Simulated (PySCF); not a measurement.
CH2PH, CH₃P.
SMILES: `C=P`

The closed-shell ground state was solved at several levels (PySCF, density fitting, gas phase, non-relativistic). Geometry: PBE0-D3(BJ)/def2-SVP; no solvent, vibrations or thermal averaging.

```csv
level,basis functions,total energy (Eh),HOMO (eV),LUMO (eV),gap (eV),dipole (D)
PBE0/def2-TZVPD,107,-381.0618,-7.81,-1.85,5.96,0.93
PBE0/aug-cc-pVTZ,165,-381.0646,-7.83,-1.87,5.96,0.95
PBE0/def2-TZVP,86,-381.0612,-7.79,-1.80,5.99,0.94
PBE0/aug-cc-pVDZ,77,-381.0410,-7.83,-1.85,5.98,1.00
PBE0/def2-SVP,47,-380.8990,-7.75,-1.62,6.13,1.01
```

Question: Estimate the row for PBE0/6-31+G*, a basis of 46 functions; the other rows only guide the guess.

Answer: Total energy -381.0153 Eh, HOMO -7.82 eV, LUMO -1.82 eV, gap 6.00 eV, dipole 1.10 D.

Question: How much does the basis alone move the frontier levels among the 6 PBE0 rows (the withheld one included)?

Answer: The HOMO by 0.08 eV and the LUMO by 0.25 eV. By rising basis size (HOMO, LUMO in eV): 6-31+G* -7.82, -1.82; def2-SVP -7.75, -1.62; aug-cc-pVDZ -7.83, -1.85; def2-TZVP -7.79, -1.80; def2-TZVPD -7.81, -1.85; aug-cc-pVTZ -7.83, -1.87.

Question: How far do the dipole and the HOMO energy spread over the levels?

Answer: The dipole runs from 0.93 to 1.10 D (mean 0.99 D) and the HOMO from -7.83 to -7.75 eV.
